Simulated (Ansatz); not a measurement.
# SbRuSe (P2₁/c, No. 14; cell taken from a computed entry)

The numbers are results of PBEsol+SOC (Ansatz, a quantum-chemistry and plane-wave program, PAW), not measurements.

Numerical settings: plane-wave cutoff 520 eV, 6×6×6 k mesh, Fermi–Dirac smearing 0.01 eV, PAW data made under PBE.

Cell: relaxed with PBEsol: a = 6.350 Å, b = 6.284 Å, c = 6.386 Å, α = γ = 90.00°, β = 113.22°.

For SbRuSe (P2₁/c, No. 14; cell taken from a computed entry), the band gap is 0.77 eV (indirect). The smallest direct gap on the k points sampled is 0.97 eV. The direct gap at Γ is 1.37 eV.

The computed numbers hold no vibrational or temperature effects.
